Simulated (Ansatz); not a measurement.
**V3Au: computed properties**

Method: DFT r2SCAN, scalar-relativistic, plane waves, PAW in Ansatz 0.2.0.

Settings: cutoff 500 eV, Γ-centred mesh 12×12×12 on the computed 4-atom cell, Gaussian smearing of 0.10 eV; collinear spin from starting moments 0.93 0.93 0.93 0 μB.

The structure is relaxed at this level of theory with its symmetry kept. Whether it is the stable form of this composition wasn't checked.

```
CELL_PARAMETERS angstrom
3.87021 0.00000 0.00000
0.00000 3.87021 0.00000
0.00000 0.00000 3.87021
ATOMIC_POSITIONS crystal
V 0.00000 0.50000 0.50000
V 0.50000 0.00000 0.50000
V 0.50000 0.50000 0.00000
Au 0.00000 0.00000 0.00000
```

- Space group: Pm-3m (No. 221)
- Volume per atom: 14.49 Å³
- Formation energy from the elements' standard states (uncorrected): +0.015 eV/atom
- Generalised Kohn–Sham band gap: none (metal)
- Density of states at the Fermi level: 4.48 states/eV per cell
- Löwdin character within 0.5 eV of the Fermi level: V 3d 87 %, unprojected 5 %
- Bulk modulus: 164 GPa
- Its pressure derivative: 3.2
- Bader charges (e): V (3 in the cell) 0.66, Au (1 in the cell) -1.97
- Total moment: 2.91 μB per cell
- Site moments (μB; atoms counted from 1 over the whole cell): V (atom 1) 0.85, V (atom 2) 0.85, V (atom 3) 0.85, Au (atom 4) 0.10

The state reached may not be the lowest one. Spin-orbit coupling is left out, which matters for the bands of heavy elements.

Only this magnetic start was tried.

Cost: 6 runs of about 14 core-minutes in all, on Arm Neoverse V2 (shared hosts).